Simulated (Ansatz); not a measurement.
`[CH2][O]` (triplet) from Hartree–Fock to CCSD(T)

```xyz
4

C     0.182    0.099    0.076
O     0.001    0.105   -1.208
H     0.369   -0.899    0.497
H    -0.552    0.696    0.635
```

The species carries charge 0 and has multiplicity 3. All single points use the PBE0-D4/def2-TZVP geometry. Frozen core, unrestricted reference, Ansatz 0.2.0. CBS rows extrapolate triple and quadruple zeta.

```csv
basis,HF (Eh),MP2 corr.,CCSD corr.,(T),CCSD(T) total
def2-SVP,-113.70525,-0.26062,-0.29097,-0.00683,-114.00305
def2-TZVPP,-113.84424,-0.33521,-0.36379,-0.01270,-114.22073
def2-QZVPP,-113.84960,-0.36250,-0.38740,-0.01453,-114.25153
CBS(def2),-113.85034,-0.38271,-0.40490,-0.01590,-114.27114
cc-pV(D+d)Z,-113.80413,-0.26170,-0.29261,-0.00691,-114.10365
cc-pV(T+d)Z,-113.83897,-0.33697,-0.36498,-0.01282,-114.21677
cc-pV(Q+d)Z,-113.84773,-0.36366,-0.38844,-0.01452,-114.25069
CBS(cc),-113.85037,-0.38265,-0.40514,-0.01573,-114.27124
```
